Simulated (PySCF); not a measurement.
Compound: C₅H₁₀.
SMILES: `C(=C/C)/CC`

Torsions of this conformer, `[CH3:1]/[CH:2]=[CH:3]\[CH2:4][CH3:5]`: C2–C3–C4–C5 -116°.

The closed-shell ground state was solved at several levels (PySCF, density fitting, gas phase, non-relativistic). One conformer (not necessarily the lowest) at the PBE0-D3(BJ)/def2-SVP geometry, without solvent, vibrations or thermal averaging.

```
            level  basis functions  total energy (Eh)  HOMO (eV)  LUMO (eV)  gap (eV)  dipole (D)
    PBE0/pcSseg-1              135          -196.2606      -6.92       0.67      7.59        0.28
  B3LYP/def2-SVPD              180          -196.4089      -6.72       0.27      6.99        0.28
wB97X-D/def2-SVPD              180          -196.3365      -8.77       2.28     11.05        0.29
    PBE0/def2-SVP              120          -196.1472      -6.85       0.81      7.66        0.26
    LDA/def2-SVPD              180          -194.5321      -5.96      -0.64      5.32        0.31
LC-wPBE/def2-SVPD              180          -196.2787      -9.61       2.52     12.13        0.27
```

Problem. Estimate the row for B3LYP/pcJ-1, a basis of 235 functions; the other rows only guide the guess.

Solution. Total energy -196.5562 Eh, HOMO -6.69 eV, LUMO 0.44 eV, gap 7.13 eV, dipole 0.25 D.

Problem. Over all these levels, which gives the widest orbital gap and which the narrowest?

Solution. LC-wPBE/def2-SVPD (range-separated hybrid) has the widest, 12.13 eV, and LDA/def2-SVPD (LDA) the narrowest, 5.32 eV. The two share the basis. From the narrowest to the widest the HOMO moves by -3.65 eV and the LUMO by +3.16 eV.

Problem. How far do the dipole and the HOMO energy spread over the levels?

Solution. The dipole runs from 0.25 to 0.31 D (mean 0.28 D) and the HOMO from -9.61 to -5.96 eV.

Note: wB97X-D ran without an empirical dispersion term, which enters the total energy and its gradient alone.
